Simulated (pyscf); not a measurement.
Elementary routes open to O=SiH–OH + ammonia (NH₃) in the gas phase (singlet surface):
A. H₂N–SiH(OH)–OH (H–N broken; H–O, N–Si formed)
B. H₂N–Si(=O)–OH + hydrogen (H₂) (H–Si, H–N broken; N–Si, H–H formed)

Structures and frequencies: ωB97X-D3(BJ)/def2-SVP in PySCF.

Task: Rank the routes by free-energy barrier at 600 K, lowest first, for ωB97M-D3(BJ)/def2-TZVP energies (ideal gas, 1 atm, RRHO with modes under 100 cm⁻¹ raised to 100, one conformer, R ln 2 for chiral ones without a mode under 150 cm⁻¹).

Result: A (4.6 kcal/mol), B (31.6 kcal/mol)

Route A is the fastest of these, ahead of the next by 27.0 kcal/mol. The most stable products are those of A (ΔG = -35.6 kcal/mol), so kinetics and thermodynamics agree. At 1200 K A is still the fastest. A: On the reactant side the descent ends in an adduct with a N–Si contact, 30.4 kcal/mol under the separated species and 12.5 kcal/mol under the saddle at ωB97X-D3(BJ)/def2-TZVP. B: On the reactant side the descent ends in an adduct with a N–Si contact, 30.4 kcal/mol under the separated species and 41.5 kcal/mol under the saddle at ωB97X-D3(BJ)/def2-TZVP. Only these routes are compared; each barrier is that of the saddle found, and lower ones may exist.
